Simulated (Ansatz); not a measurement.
Cost and result for the atomization energy of `N[PH][AlH2]` (8 atoms, 7 bonds).

Total charge 0; spin multiplicity 1. Geometry: relaxed with PBE0-D4/def2-TZVP. It is one conformer, not always the lowest. Program: Ansatz. All runs use 2 threads of an Arm Neoverse V2 on a shared host. Times are those of one run each, without the atoms' runs, and a repeat can differ threefold. Electronic energies, without spin–orbit coupling; frozen cores. CCSD(T)/CBS adds CCSD(T) − MP2 in def2-TZVPP to the MP2 limit, and its time is that of the two runs behind it. T1 = 0.013.

CCSD(T)/CBS is a level of theory with its own doubt, some kJ/mol a heavy atom from the limit and from the frozen cores, so smaller differences don't rank the functionals.

```
                          level  functions  wall time  atomization (kJ/mol)  difference from CCSD(T)/CBS  per bond
         LDA (SPW92)/def2-TZVPP        185      1.2 s                2509.3                        304.5      43.5
               CCSD(T)/def2-SVP         75      1.3 s                1987.9                       -216.9     -31.0
           revPBE-D4/def2-TZVPP        185      1.9 s                2176.9                        -27.9      -4.0
             BLYP-D4/def2-TZVPP        185        2 s                2217.1                         12.3       1.8
PBE-D4/def2-TZVPP (with forces)        185      2.4 s                2221.3                         16.5       2.3
        CAM-B3LYP-D4/def2-TZVPP        185        3 s                2225.1                         20.3       2.9
              B2PLYP/def2-TZVPP        185      4.6 s                2174.5                        -30.3      -4.3
          r2SCANh-D4/def2-TZVPP        185      4.9 s                2179.5                        -25.3      -3.6
             ωB97X-V/def2-TZVPP        185      7.5 s                2239.0                         34.2       4.9
              B97M-V/def2-TZVPP        185        9 s                2245.2                         40.4       5.8
                 MP2/def2-QZVPP        347       11 s                2158.9                        -45.9      -6.6
             CCSD(T)/def2-TZVPP        185       30 s                2122.2                        -82.6     -11.8
              CCSD(T)/CBS(def2)          –       41 s                2204.8                          0.0       0.0
```

From PBE to PBE0 (25 % exact exchange), in def2-TZVPP and without D4, the atomization energy moves by −35.2 kJ/mol: exact exchange takes away binding that semilocal exchange gives to molecules. The D4 term adds +23.0 kJ/mol with B3LYP and +11.9 kJ/mol with PBE0; it sums over pairs of atoms, weighted by their polarisabilities, and B3LYP, whose exchange is more repulsive, gets the larger term. At CCSD(T), def2-SVP lies −216.9 kJ/mol from the extrapolated value and def2-TZVPP −82.6 kJ/mol: correlation converges slowly with the basis, and small sets miss more of it in the bonded molecule than in its fragments.

B3LYP here is the variant with VWN-RPA as its local correlation; programs differ in this.
